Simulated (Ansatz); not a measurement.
# Abstraction of F: C2H2F2 + C3H7O → C2H2F + C3H7FO

Gas-phase species: C2H2F2 (vinylidene fluoride) `C=C(F)F`, singlet; C3H7O `[CH2]COC`, doublet; C2H2F `C=[C]F`, doublet; C3H7FO (2-fluoroethyl methyl ether) `COCCF`, singlet. A radical takes F: the energy is the difference in strength between two C–F bonds in different surroundings.

Shapes, held fixed at every level: PBE0-D4/def2-TZVP. Flexible molecules stand in one conformer, not always the lowest. Programs: Ansatz 0.2.0. The zero-point and thermal change to 298 K, harmonic and unscaled (PBE0-D4/def2-TZVP), is +6.7 kJ/mol.

Problem. Estimate ΔH(298 K) of this reaction.

Solution. B2PLYP/def2-TZVPP gives ΔH(298 K) = +74.5 kJ/mol; the levels span +66.6 to +81.9. The median of the levels is +76.2. No measured value is set beside it here. Spin contamination: C2H2F (⟨S²⟩ up to 0.93). Open shells run unrestricted. Times are processor times on shared x86 and Arm servers, and rough.

```
                level                    kind  ΔH(298 K) (kJ/mol)  CPU time (sum over the molecules)
          HF/def2-SVP            Hartree–Fock               +66.6                                  –
        HF/def2-TZVPP            Hartree–Fock               +67.8                                  –
     SPW92/def2-TZVPP                     LDA               +80.5                               18 s
   PBE0-D4/def2-TZVPP           global hybrid               +78.2                               45 s
r2SCAN0-D4/def2-TZVPP           global hybrid               +81.9                               58 s
   wB97M-V/def2-TZVPP  range-separated hybrid               +77.8                              2 min
   wB97X-V/def2-TZVPP  range-separated hybrid               +73.0                               91 s
    B2PLYP/def2-TZVPP           double hybrid               +74.5                               58 s
```
